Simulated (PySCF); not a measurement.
Adding and removing an electron: BO

ROHF; B cc-pVDZ, O cc-pVDZ; no relativity (PySCF 2.14). Neutral (ROHF): doublet (σ ↑), Re = 1.184 Å, ωe = 2086 cm⁻¹, De = 5.70 eV, HOMO -14.05 eV, LUMO 0.95 eV.

BO⁺ (RHF): singlet (closed shell), Re = 1.157 Å, ωe = 2203 cm⁻¹, De = 0.36 eV to B⁺ + O. The energies at the minima are -99.52375 hartree for BO and -99.04003 for BO⁺.

Work out the adiabatic ionisation energy, without and with harmonic zero-point energies (1 hartree = 27.2114 eV, 1 eV = 8065.5 cm⁻¹), and the change of the bond length.

At HF: 0.48372 hartree = 13.163 eV between the minima; the zero-point term (2203.0 − 2086.0)/2 cm⁻¹ = +0.007 eV makes it 13.170 eV. Re changes by -2.7 pm against the neutral. The electron leaves a σ orbital, and the shorter bond of the ion fits an antibonding orbital, or a change in how ionic the bond is.

For an ion De counts to the pair picked by the measured ionisation energies or electron affinities, which need not be the lowest pair at this level. Where the molecule has an RHF reference, its open-shell atoms are computed with UHF. Hartree–Fock leaves out correlation, which carries a large part of most bond energies and some tenths to 1 eV of ionisation energies. States were picked by a PBE0 search and need not be the measured ground states.
